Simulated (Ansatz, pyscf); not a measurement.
HO–BH–Cl → B–Cl [singlet] + H₂O, a 1,1-elimination on the singlet surface: B–O, B–H broken, H–O formed. PySCF, gas phase, ωB97X-D3(BJ)/def2-SVP geometries. Wave-function energies: Ansatz (a quantum-chemistry and plane-wave program), frozen core, RHF or UHF references. In kJ/mol, from the reactant's lowest minimum found.

| level | barrier | reaction energy |
|---|---|---|
| ωB97M-D3(BJ)/def2-TZVP | 458.96 | +414.94 |
| r²SCAN/def2-TZVP | 457.79 | +439.56 |
| CCSD(T)/cc-pV(D+d)Z | 466.48 | +396.99 |
| CCSDT(Q)/cc-pV(D+d)Z | [?] | [?] |
| CCSD(T)/cc-pV(T+d)Z | 463.34 | +401.45 |
| CCSD(T)/cc-pV(Q+d)Z | [?] | +401.30 |

Question: What belongs in the gaps?

Answer: 
- CCSDT(Q)/cc-pV(D+d)Z, barrier: 464.48
- CCSDT(Q)/cc-pV(D+d)Z, reaction energy: +396.08
- CCSD(T)/cc-pV(Q+d)Z, barrier: 463.77

In cc-pV(D+d)Z, going from CCSD(T) to CCSDT(Q) shifts the barrier by -2.00 and the reaction energy by -0.91 kJ/mol. With HF in the quadruple-zeta basis and the correlation energy extrapolated as X⁻³ from X = 3, 4, CCSD(T) gives 464.55 and +403.17; adding the double-zeta shift gives ΔE‡ = 462.54 and ΔE = +402.27 kJ/mol, without core correlation, relativity or geometry relaxation at these levels. The products may also form a dative adduct at B–Cl [singlet]; it and routes through it were not searched. The same reactants have a lower exit, to HB=O + HCl (barrier +210.02 kJ/mol at ωB97M-D3(BJ)/def2-TZVP, against +458.96 kJ/mol here). This is the saddle that the search found; another between the same sides may lie lower.
